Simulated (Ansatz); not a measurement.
**NaS+ (singlet): the correlation ladder, cc-pVDZ**

One table from this session's results is given with a row withheld; the runs are named, their logs left out.

The runs use Ansatz 0.2.0, Gaussian basis; cc-pVDZ, core rule «outside noble gas», up to 10 orbitals frozen.

To be run: UHF; CCSD(T) on RHF; CCSD(T) on UHF; BCCD(T) on RHF; CISD; CCSDT(Q) on RHF; CCSDT(Q) on UHF; CISDTQ; CCSDTQ on RHF; Full CI.

17 further runs of the same task are left out: 6 for a known fault of the program, 4 that didn't finish, 7 set aside as unsound or not needed.

### The system

The geometry is a PBE0/def2-TZVP stationary point (not a proven minimum) of the parent state, kept for this charge and spin.

2 atoms, charge 1, spin multiplicity 1.

Atoms are counted from 1 here; the program's logs count them from 0.

Bond lengths: S1–Na2 2.856 Å.

The first run:

Input file in.yaml:

```yaml
crystal:
  periodic: [false, false, false]
  atoms:
    - {symbol: S, position_ang: [0.000000, 0.000000, 0.000000]}
    - {symbol: Na, position_ang: [0.000000, 0.000000, 2.855900]}
basis:
  gaussian: {orbitals: cc-pVDZ}
total_charge: 1
magnetization: {spin_polarized: true, initial_magnetization: 0}
hamiltonian: {xc: hf}
output: {orbitals: {seedname: orbitals}}
```

Run with:

```console
$ ansatz run in.yaml --threads 1 --pin off --events-out ev --progress --plain --max-ram 2393MiB
```

Among the steps run: UHF; CCSD(T) on RHF; CCSD(T) on UHF; BCCD(T) on RHF; CISD; CCSDT(Q) on RHF; CCSDT(Q) on UHF; CISDTQ; CCSDTQ on RHF; Full CI.

One table of the session follows, with a row left open; its other results are not shown here.

It belongs to the step «Misses and costs». 

| method | from FCI (meV) |
| --- | --- |
| RHF | +3823.0 |
| RMP2 | +1160.3 |
| CISD | +506.3 |
| RCCSD | +309.3 |
| RCCSD(T) | +176.7 |
| BCCD(T) | +180.7 |
| RCCSDT | +5.6 |
| CISDTQ | ? |
| RCCSDT(Q) | -2.5 |
| RCCSDTQ | +0.1 |
| FCI | 0 |

**Question.** Estimate the row for CISDTQ.

**Answer.** from FCI (meV): +15.3. In the column «from FCI (meV)» it lies between RCCSDT (+5.6) and RCCSD(T) (+176.7).

Left out of the table: UHF, UMP2, UCCSD, UCCSD(T), UCCSDT, UCCSDT(Q) (another determinant or state than the rows shown).

Caveats from the session: The report flags that the cluster equations may have other roots. The program flags RCCSDT(Q), RCCSDTQ as in doubt, so those rows may rest on another solution; read them beside their warnings. RCCSDT(Q) falls below full CI, which methods that aren't variational can do.
